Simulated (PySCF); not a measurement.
## Basis-set dependence of SiP⁺ at r²SCAN

PySCF, UKS reference; triplet, unpaired electrons π ↑↑; De to Si⁺ + P without counterpoise correction.

```
      basis     relativity  functions  Re (Å)  ωe (cm⁻¹)  De (eV)  μ (D)
 x2c-SVPall  spin-free X2C         36   2.243        492     2.93  -1.79
  def2-SVPD  no relativity         48   2.244        496     3.08  -1.59
def2-TZVPPD  no relativity         96   2.225        502     3.15  -1.45
```

How does each smaller set differ from the one with most functions, def2-TZVPPD?

x2c-SVPall: +1.8 pm, -2.0 % in ωe, -0.22 eV in De; def2-SVPD: +1.9 pm, -1.2 % in ωe, -0.07 eV in De. All at r²SCAN; the set with most functions is neither the basis-set limit nor always the best. The rows treat relativity differently, so the differences are not basis effects alone.

A positive dipole points towards P; it is taken about the centre of mass and depends on that origin. For an ion De counts to the pair picked by the measured ionisation energies or electron affinities, which need not be the lowest pair at this level. The state was picked by a PBE0 search and need not be the measured ground state.
